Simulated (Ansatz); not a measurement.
Elements on the sites of an ideal hcp lattice, at a guessed lattice constant:

```xyz
20
Lattice="4.2836 -2.4731 -4.5692 4.2836 -2.4731 4.5692 -1.4279 -7.4194 0.0000" Properties=species:S:1:pos:R:3 pbc="T T T"
Ru    1.4279   -5.7707    1.1423
Ru    4.2836   -5.7707   -3.4269
Ru    2.8558   -8.2438   -3.4269
Ru    2.8557   -6.5950    3.4269
Ru    2.8557   -6.5950   -1.1423
Ru    1.4278   -4.1219   -1.1423
Ru    4.2836   -4.1219    3.4269
Ru    2.8557   -1.6487   -1.1423
Os    2.8558   -8.2438    1.1423
Au    5.7115   -8.2438    1.1423
Au    4.2836   -5.7707    1.1423
Au    2.8558   -3.2975    1.1423
Au    1.4279   -0.8244    1.1423
Au    7.1393   -5.7707    1.1423
Au    5.7115   -3.2975    1.1423
Au    5.7114   -6.5950   -1.1423
Au    7.1393   -4.1219   -1.1423
Au    4.2836   -9.0681   -1.1423
Au    4.2836   -4.1219   -1.1423
Au    0.0000   -6.5950   -1.1423
```

Cell and atoms were relaxed without symmetry on coarser meshes and computed once more. Method: DFT r2SCAN, scalar-relativistic, plane waves, PAW (Ansatz).

Plane waves to 500 eV, a k mesh through Γ of 5×5×5 on the computed 20-atom cell and Gaussian smearing (0.10 eV); no spin polarisation.

The relaxation ran on 2×2×2 (shifted) and then 3×3×3 k points with a smearing of 0.1 eV, from sites shaken by 0.02 Å.

What does the relaxation give?

A volume of 15.79 Å³/atom and no gap on the mesh. It lies 0.40 eV/atom above the elements' standard states (static lattices, no corrections for gases). The atoms leave their sites by 0.13 Å (root mean square) and 0.29 Å at most, and the cell stretches by up to 1.8 % at fixed volume.

```
Ru Os Au
1.0
     4.17549   -2.43469   -4.60344
     4.19038   -2.45791    4.62983
    -1.40326   -7.35500    0.01646
Ru Os Au
8 1 11
Direct
  0.14351 0.37361 0.60534
  0.95607 0.17348 0.41436
  0.84143 0.11107 0.77102
  0.07071 0.81836 0.59078
  0.54624 0.30365 0.61491
  0.33550 0.11605 0.41599
  0.16680 0.94071 0.21545
  0.44891 0.20859 0.99120
  0.34130 0.56613 0.78814
  0.64520 0.89201 0.59667
  0.43288 0.68799 0.40544
  0.24196 0.48751 0.19049
  0.03336 0.28586 0.99500
  0.73668 0.99602 0.19467
  0.53942 0.79242 0.00070
  0.87279 0.60318 0.40247
  0.96151 0.71713 0.99443
  0.75361 0.50604 0.80091
  0.65749 0.39697 0.21854
  0.26015 0.99656 0.80311
```

Spin-orbit coupling is left out, which matters for the bands of heavy elements.

Cost: 2 runs of about 15 core-minutes in all (earlier runs that led there not counted), on AMD EPYC 9R45 (Zen 5) (shared hosts).